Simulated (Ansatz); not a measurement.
A calculation with Ansatz (development build ahead of 0.2.0).

```yaml
crystal:
  periodic: [false, false, false]
  atoms:
    - { symbol: H, position_ang: [-0.47393, 0.76854, 0.32611] }
    - { symbol: C, position_ang: [0.27567, 0.65783, 1.07749] }
    - { symbol: C, position_ang: [1.08014, 0.54994, 2.01838] }
    - { symbol: O, position_ang: [1.79924, 0.38604, 2.88388] }
basis:
  gaussian: { orbitals: def2-SVP }
magnetization:
  spin_polarized: true
  initial_magnetization: 1
hamiltonian:
  xc: hf
output:
  forces: true
```

The input is written out in the form of the current development build from the run's settings.

Results

```yaml
Converged: yes
Total_energy: -150.96380 hartree
Spin_squared_of_the_determinant: 0.807
Stability_test: minimum
```

Forces (eV/Å):
| atom | Fx | Fy | Fz |
| --- | --- | --- | --- |
| H1 | 0.132 | 0.021 | 0.094 |
| C2 | -1.022 | 0.261 | -1.244 |
| C3 | -1.054 | -0.063 | -1.029 |
| O4 | 1.945 | -0.219 | 2.179 |
